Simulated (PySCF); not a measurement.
Species: BFH5P.
Bonds: B1–P2, P2–F3. Hydrogens: H4, H5, H6 on B1; H7, H8 on P2.

Level of theory: PBE0-D3(BJ)/def2-SVP geometry optimisation, gas phase in PySCF.

(1) What internal coordinates does the optimisation give?

Answers

(1) 
```json
{"bond": "B1–P2", "length (bohr)": "3.512"}
{"bond": "P2–F3", "length (bohr)": "3.030"}
{"bond": "B1–H4", "length (bohr)": "2.355"}
{"bond": "B1–H5, B1–H6", "length (bohr)": "2.293"}
{"bond": "P2–H7, P2–H8", "length (bohr)": "2.675"}
```

Bonds in one row agree within 0.02 bohr and their mean is given. A selection of angles:
```json
{"angle": "P2–B1–H4", "degrees": "87.5"}
{"angle": "P2–B1–H5", "degrees": "110.6"}
{"angle": "H4–B1–H5", "degrees": "112.2"}
{"angle": "H5–B1–H6", "degrees": "119.3"}
{"angle": "B1–P2–F3", "degrees": "123.9"}
{"angle": "B1–P2–H7", "degrees": "113.9"}
{"angle": "F3–P2–H7", "degrees": "100.4"}
{"angle": "H7–P2–H8", "degrees": "101.0"}
```

B1 (four-coordinate boron) has angles from 87.5° to 119.3°. P2 (phosphorus bonded to B, F and 2 H) is distorted tetrahedral (angles from 100.4° to 123.9°).

Point group: Cs (tolerance 0.08 Å). Whether it is a minimum is left open (no frequencies).
